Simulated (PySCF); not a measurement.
Computed with PBE0-D3(BJ)/def2-TZVP (PySCF). Gas-phase values, no solvent. Delta-SCF ions had no search for a lower state. 

Reference species (SMILES): `F[Si](F)(F)F` (neutral, multiplicity 1).

The S1 oscillator strength is 0.000 and the vertical ionisation energy (Delta-SCF) is 15.41 eV.

Changed species: `Cl[Si](Cl)(Cl)Cl` (4 of 4 F replaced by Cl; the reference has 0 of 4 F replaced by Cl).

### Question
Give the shifts of the S1 oscillator strength and vertical ionisation energy (Delta-SCF).

### Answer
the S1 oscillator strength is nearly the same; the vertical ionisation energy (Delta-SCF) falls by 3.92 eV, to 11.49 eV.
